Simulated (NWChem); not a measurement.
Everything below was run with NWChem. System: acetone (C3H6O), charge 0, spin multiplicity 1, at a geometry optimised with PBE0/def2-SVP. Level: EOM-CCSD/6-31+G* (spherical d), 4 core orbitals frozen.

Input file:

```
start mol
memory heap 100 mb stack 700 mb global 1900 mb
geometry units angstroms nocenter noautoz
  C     -1.279240    -0.116458    -0.610725
  C      0.000000     0.000000     0.185097
  C      1.279240     0.116458    -0.610725
  O      0.000000     0.000000     1.392075
  H     -1.242366    -0.994701    -1.274938
  H     -1.411423     0.766179    -1.256886
  H     -2.133020    -0.204660     0.072587
  H      2.133020     0.204660     0.072587
  H      1.411423    -0.766179    -1.256886
  H      1.242366     0.994701    -1.274938
  symmetry group C2
end
basis spherical
  * library 6-31+g*
end
scf
  rhf
  nopen 0
  maxiter 100
  thresh 1e-7
  semidirect memsize 60000000 filesize 0
end
tce
  freeze core 4
  ccsd
  nroots 2
  2eorb
  2emet 13
  thresh 1e-5
  maxiter 200
  tilesize 24
end
task tce energy
```

Output (cleaned and shortened):

```
             Northwest Computational Chemistry Package (NWChem) 7.3.0
             --------------------------------------------------------

                                NWChem Input Module
                                -------------------

 Scaling coordinates for geometry "geometry" by  1.889725989
 (inverse scale =  0.529177249)

 Turning off AUTOSYM since
 SYMMETRY directive was detected!

                             Geometry "geometry" -> ""
                             -------------------------

 Output coordinates in angstroms (scale by  1.889725989 to convert to a.u.)

  No.       Tag          Charge          X              Y              Z
 ---- ---------------- ---------- -------------- -------------- --------------
    1 C                    6.0000    -1.27924000    -0.11645800    -0.61072500
    2 C                    6.0000     0.00000000     0.00000000     0.18509700
    3 C                    6.0000     1.27924000     0.11645800    -0.61072500
    4 O                    8.0000     0.00000000     0.00000000     1.39207500
    5 H                    1.0000    -1.24236600    -0.99470100    -1.27493800
    6 H                    1.0000    -1.41142300     0.76617900    -1.25688600
    7 H                    1.0000    -2.13302000    -0.20466000     0.07258700
    8 H                    1.0000     2.13302000     0.20466000     0.07258700
    9 H                    1.0000     1.41142300    -0.76617900    -1.25688600
   10 H                    1.0000     1.24236600     0.99470100    -1.27493800

 Effective nuclear repulsion energy (a.u.)     119.4778323663

            Nuclear Dipole moment (a.u.)
            ----------------------------
        X                 Y               Z
 ---------------- ---------------- ----------------
     0.0000000000     0.0000000000     0.0000151178

      Symmetry information
      --------------------

 Group name             C2
 Group number              4
 Group order               2
 No. of unique centers     6

      Symmetry unique atoms

     1    2    4    5    6    7


 Summary of "ao basis" -> "" (spherical)
[...]
   0.0644005239074   0.2551390406021    6.94269
   0.0543518299979   0.2986666227383    8.12714     1.6     1.6

 Iteration   4 using    8 trial vectors
   0.0358460615397   0.2516603107327    6.84803
   0.0337527833912   0.2961160610789    8.05773     1.5     1.5

 Iteration   5 using   10 trial vectors
   0.0246144530345   0.2496584014465    6.79355
   0.0217729185691   0.2946229124467    8.01710     1.6     1.6

 Iteration   6 using   12 trial vectors
   0.0160961341419   0.2489916814243    6.77541
   0.0140366398834   0.2939191627969    7.99795     1.5     1.5

 Iteration   7 using   14 trial vectors
   0.0119103028629   0.2487994675618    6.77018
   0.0112078961017   0.2937521773897    7.99341     1.5     1.5

 Iteration   8 using   16 trial vectors
   0.0064451921108   0.2486390174688    6.76581
   0.0078126854460   0.2935918823446    7.98905     1.5     1.5

 Iteration   9 using   18 trial vectors
   0.0034534863798   0.2486443216499    6.76596
   0.0051924828737   0.2935335927814    7.98746     1.5     1.5

 Iteration  10 using   20 trial vectors
   0.0017639468310   0.2486280311950    6.76552
   0.0026455369343   0.2935243004627    7.98721     1.6     1.6

 Iteration  11 using   22 trial vectors
   0.0010530729808   0.2486260733373    6.76546
   0.0014733542486   0.2935145886815    7.98694     1.7     1.7

 Iteration  12 using   24 trial vectors
   0.0005636779816   0.2486222271884    6.76536
   0.0007583735897   0.2935129531107    7.98690     1.5     1.5

 Iteration  13 using   26 trial vectors
   0.0002773937617   0.2486204169011    6.76531
   0.0003785649958   0.2935116017649    7.98686     1.6     1.6

 Iteration  14 using   28 trial vectors
   0.0001502433200   0.2486215953733    6.76534
   0.0001992519246   0.2935120922156    7.98687     1.6     1.6

 Iteration  15 using   30 trial vectors
   0.0001002020244   0.2486215811820    6.76534
   0.0001056960838   0.2935127475456    7.98689     1.6     1.6

 Iteration  16 using   32 trial vectors
   0.0000599045089   0.2486217822108    6.76535
   0.0000606396520   0.2935125459141    7.98689     1.8     1.8

 Iteration  17 using   34 trial vectors
   0.0000302344728   0.2486217163015    6.76534
   0.0000333041278   0.2935126356942    7.98689     1.9     1.9

 Iteration  18 using   36 trial vectors
   0.0000144243931   0.2486216043567    6.76534
   0.0000192634726   0.2935124973682    7.98688     1.9     1.9

 Iteration  19 using   38 trial vectors
   0.0000071354531   0.2486217003889    6.76534
   0.0000126240641   0.2935125831228    7.98689     1.8     1.8

 Iteration  20 using   39 trial vectors
   0.0000051495824   0.2486217044913    6.76534
   0.0000075781467   0.2935125855567    7.98689     1.1     1.1
 --------------------------------------------------------------
 Iterations converged
 ------------------

 Excited state root  1
 Excitation energy / hartree =        0.248621704491319
                   / eV      =        6.765343679970425
 largest EOMCCSD amplitudes: R1 and R2

 Singles contributions
    17a   (alpha) ---    16b   (alpha)       -0.7853655224
    20a   (alpha) ---    16b   (alpha)        0.3882324442
    21a   (alpha) ---    16b   (alpha)        0.1441500503
    25a   (alpha) ---    16b   (alpha)        0.1632550746
    35a   (alpha) ---    16b   (alpha)       -0.1040983587

 Doubles contributions
 ------------------

 Excited state root  2
 Excitation energy / hartree =        0.293512585556708
                   / eV      =        7.986887225918730
 largest EOMCCSD amplitudes: R1 and R2

 Singles contributions
    17a   (alpha) ---    16b   (alpha)       -0.3767138911
    20a   (alpha) ---    16b   (alpha)       -0.8001683591
    25a   (alpha) ---    16b   (alpha)        0.1450480769
    28a   (alpha) ---    16b   (alpha)        0.1272788527

 Doubles contributions

 Task  times  cpu:       96.5s     wall:       96.5s

 Total times  cpu:       96.6s     wall:       96.6s
```
